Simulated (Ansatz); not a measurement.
# Band gap of some tetrahedrally bonded semiconductors and semimetals

Method: r²SCAN+rVV10 (Ansatz, a first-principles code, plane waves, PAW). References are measured gaps from which a computed or estimated zero-point shift was taken out, by their sources or here, so that they lie as a rule above the printed measurements. The table is a random draw of 8 from 11 solids with such references.

Values in eV.

```tsv
solid	reference	r²SCAN+rVV10	error (eV)
diamond-structure Si	1.23	0.73	-0.50
zinc-blende ZnS	3.94	2.70	-1.24
zinc-blende InP	1.47	1.06	-0.41
zinc-blende GaN (metastable phase)	3.48	2.17	-1.31
zinc-blende BP	2.2¶ (2.20–2.50)	1.38	-0.82
wurtzite GaN	3.68	2.35	-1.33
zinc-blende GaP	2.43	1.79	-0.64
wurtzite CdS	2.64¶	1.61	-1.03
```

Over these 8 solids the mean error is -0.91 eV, the mean absolute error 0.91 eV (median 0.93 eV), and the worst case wurtzite GaN at -1.33 eV; the value is below the reference in 8 of 8 cases. Over all 11, from unrounded values, the mean error is -1.11 eV and the mean absolute error 1.11 eV (median 1.03 eV).

¶ marks references of a special kind: zinc-blende BP, 2.2 eV (measured, zero-point renormalisation of 0.106 eV removed from the gap extrapolated to 0 K (as printed); the shift is computed, second of two values printed, our sources range from 2.20 to 2.50; as tabulated in X. Ren, F. Merz, H. Jiang et al., All-electron periodic G0W0 implementation …); wurtzite CdS, 2.64 eV (measured, zero-point renormalisation of 0.068 eV removed from the gap extrapolated to 0 K (as printed); as tabulated in X. Ren, F. Merz, H. Jiang et al., All-electron periodic G0W0 implementation …).

Brackets give the range of the sources taken for a reference, where it is wide; it can hold other temperatures.

Differences are worked out from the printed values.

Semilocal Kohn–Sham gaps run low as a rule, and all computed gaps are for a static lattice, while measured ones hold electron–phonon shifts unless said otherwise.

Spin–orbit coupling is included only where a level's name says +SOC; with heavier elements it mostly lowers gaps and can invert bands. Each level is taken at its own relaxed cell. Ansatz's density-functional and Hartree–Fock values are scalar-relativistic unless marked +SOC, with PAW data made under PBE.

Ansatz's runs of these crystals have no spin polarisation.

Not in this set, of the tetrahedrally bonded semiconductors and semimetals with a reference value in our tables and a result at some level: 15 for a reference of another kind, counted apart; 7 for spin–orbit coupling left out; 2 for no value at r²SCAN+rVV10 (not run, a failed fit, an unstable or unbound cell, or a value held back for tests); 1 for sources at odds; 1 for a measured value of zero; 1 for a high-temperature or high-pressure phase. These can be a level's best or worst cases. At least 6 more with a reference value are held back for tests. Solids without a released value at any level aren't counted. Without +SOC, gaps count where the solid holds none of Ge, As, Se, Br, Sn, Sb, Te, I or the elements past barium, or holds Ge, As, Se or Br with a gap over 4 eV. Layered and molecular crystals are counted apart. The metals Ce to Yb are counted apart.

References as tabulated in, or derived from, Chen et al. (2018), doi:10.1103/physrevmaterials.2.073803; X. Ren, F. Merz, H. Jiang et al., All-electron periodic G0W0 implementation …; Vurgaftman et al. (2001), doi:10.1063/1.1368156.
